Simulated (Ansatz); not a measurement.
# Hf₂Ni (I4/mcm)

The calculation used Ansatz, DFT r2SCAN, scalar-relativistic, plane waves, PAW.

Cutoff 500 eV; k points 10×10×10 on the computed 6-atom cell (Γ-centred); Gaussian smearing, width 0.10 eV; no spin polarisation.

The structure is relaxed at this level of theory with its symmetry kept. Whether it is the stable form of this composition wasn't checked.

The structure is tetragonal, space group I4/mcm (No. 140). Conventional cell: a = 6.375 Å, b = 6.375 Å, c = 5.233 Å, α = 90.00°, β = 90.00°, γ = 90.00°. Around Hf (site symmetry m2m) lie 4 Ni at 2.72 Å and 3 Hf at 2.98 to 3.03 Å. Ni (site symmetry 422) has 2 Ni at 2.62 Å and 8 Hf at 2.72 Å as nearest neighbours.

| Item | Value |
| --- | --- |
| Volume per atom | 17.72 Å³ |
| Formation energy from the elements' standard states (uncorrected) | -0.321 eV/atom |
| Generalised Kohn–Sham band gap | none (metal) |
| Density of states at the Fermi level | 3.09 states/eV per cell |
| Löwdin character within 0.5 eV of the Fermi level | Hf 5d 73 %, Ni 3d 14 %, unprojected 7 % |
| Bader charges (e) | Hf (4 in the cell) 0.78, Ni (2 in the cell) -1.56 |

Spin-orbit coupling is left out, which matters for the bands of heavy elements. Spin polarisation was left out, and a magnetic state may lie lower.

A ferromagnetic start lost its moments in a first run, so spin was left out; other magnetic orders weren't tried.